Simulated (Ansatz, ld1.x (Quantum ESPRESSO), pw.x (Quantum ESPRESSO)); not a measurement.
Ag: one change to the RRKJ potential, in the atom and in the fcc crystal

ld1.x (Quantum ESPRESSO) 7.5 input, shortened:

```
&input
   title='Ag', zed=47., rel=1, dft='PBE', iswitch=3,
   config='[Kr] 4d10 5s1 5p0'
 /
 &inputp
   pseudotype=2, tm=.false., rho0=0.01, lloc=-2, rcloc=2.40,
   nlcc=.false.
 /
3
5S  1  0   1.00   0.00  2.35  2.35  0.0
5P  2  1   0.00   0.00  3.70  3.70  0.0
4D  3  2  10.00   0.00  2.00  2.00  0.0
 &test
   configts(1)='4d10 5s1 5p0'
 /
```

Change: local potential the s channel.

Cutoffs, loose and tight: the cutoffs (Ry, on a coarse ladder) from which the occupation-weighted sum of valence levels, in a spherical-Bessel basis at the reference potential, stays within 10 and 1 mRy of its value at 400 Ry. They do not see the model core or the augmentation charge, which bear on the density cutoff. Test errors are all-electron minus pseudo excitation energies from the reference, over the configurations 4d10 5s0 5p0; 4d9 5s0 5p0; 4d8 5s0 5p0; 4d9 5s2 5p0; 4d10 5s0.5 5p0; 4d9 5s1 5p1; 4d10 5s0 5p1; variants that change the core or the reference have their own tests.

Crystal test: fcc Ag in pw.x 7.5, no spin, 14³ k-points, Fermi–Dirac smearing 0.01 Ry, cutoffs set for each file from its atomic test. The reference is all-electron LAPW (Ansatz 0.2.0) with the same functional, mesh and smearing; V0 and B0 come from Birch–Murnaghan fits to the pressures at five volumes. Errors are pseudo minus all-electron; Δ is the rms difference of the E(V) curves that follow from these fits, minima aligned, over ±6 % about the mean V0. Mesh and smearing are coarse, so the numbers serve the comparison and aren't converged zero-temperature values; the lattice is a test structure that the element need not adopt.

All-electron: a0 = 4.149 Å (V0 = 17.85 Å³/atom), B0 = 90.5 GPa.

Q: Does the change bring the crystal closer to the all-electron result?

A: The mean pressure error goes from +1.24 to +2.79 GPa, so the change moves the solid further from the all-electron pressures.

| quantity | base | changed |
| --- | --- | --- |
| outcome (atom) | generated | generated |
| cutoff, loose (atom) | 40 Ry | 40 Ry |
| cutoff, tight (atom) | 60 Ry | 60 Ry |
| bound ghosts (atom) | none | none |
| largest test error (meV) (atom) | -278 | -410 |
| cutoffs in pw.x (Ry) | 75/300 | 75/300 |
| a0 (Å) | 4.167 | 4.189 |
| a0 error (%) | +0.44 | +0.96 |
| B0 error (%) | -0.5 | -2.7 |
| Δ (meV/atom) | 4.7 | 10.3 |
| mean pressure error (GPa) | +1.24 | +2.79 |

Base: The largest radius (3.70 bohr) exceeds half the bond length (2.77 bohr), so the spheres overlap, which is one possible source of error among others. Changed file: The largest radius (3.70 bohr) exceeds half the bond length (2.77 bohr), so the spheres overlap, which is one possible source of error among others. This is a poor potential for the solid. The atomic cutoffs weigh occupied waves only.
